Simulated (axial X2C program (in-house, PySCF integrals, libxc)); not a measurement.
# Testing model relations on Li₂⁺

A bond curve at the CCSD(T) level, two-component, was computed with an in-house relativistic program for diatomic molecules (basis Li dyall-cv3z [7s8p2d] (cores contracted in-house)) for the state Ω = 1/2 (⟨Sz⟩ = 0.50, ⟨Lz⟩ = 0.00 at HF). Its fit gives Re = 3.1384 Å, ωe = 258.3 cm⁻¹, ωexe = 1.54 cm⁻¹ and αe = 5.209e-03 cm⁻¹; the masses are 7.0160 and 7.0160 u. Two-component means X2C with spin–orbit coupling and atomic mean-field Coulomb and Gaunt terms.

Correlated methods: 1 electrons correlated (number of frozen shells: Li 1 s), 147 virtual spin orbitals or spinors in MP2.

Find the reduced mass, Be and the force constant.

From the CCSD(T) values: μ = 3.5080 u. Be = 16.8576/(μ Re²) = 0.4879 cm⁻¹. k = 5.8918×10⁻⁷ μ ωe² = 0.138 mdyn/Å.

Where do the fundamental and the first overtone lie?

ν(1←0) = ωe − 2ωexe = 255.2 cm⁻¹; ν(2←0) = 2ωe − 6ωexe = 507.4 cm⁻¹.

Estimate De from a Morse curve and compare with the computed well depth of 1.278 eV to Li+ + Li.

De(Morse) = ωe²/(4ωexe) = 1.343 eV against 1.278 eV computed, a ratio of 1.05. For De the Morse form works well here.

A Morse curve ties αe to the other constants (Pekeris). How well does that hold?

αe(Morse) = 6Be²/ωe × (√(ωexe/Be) − 1) = 4.294e-03 cm⁻¹; the CCSD(T) curve gives 5.209e-03 cm⁻¹, a ratio of 0.82.

Estimate the centrifugal constant by the Kratzer relation.

D = 4Be³/ωe² = 6.96e-06 cm⁻¹.

The state is one determinant whose occupation by symmetry is held fixed; it was picked as the lowest of a PBE0 search that is not exhaustive. Dissociation energies refer to the lowest single-determinant-based atoms at the same level and basis. Coupled cluster ran in a truncated set of natural virtual spinors; the MP2 energy of the rest was added. (T) has no such correction and the atoms are truncated less, which lowers De at CCSD(T) by a hundredth of an eV or more.
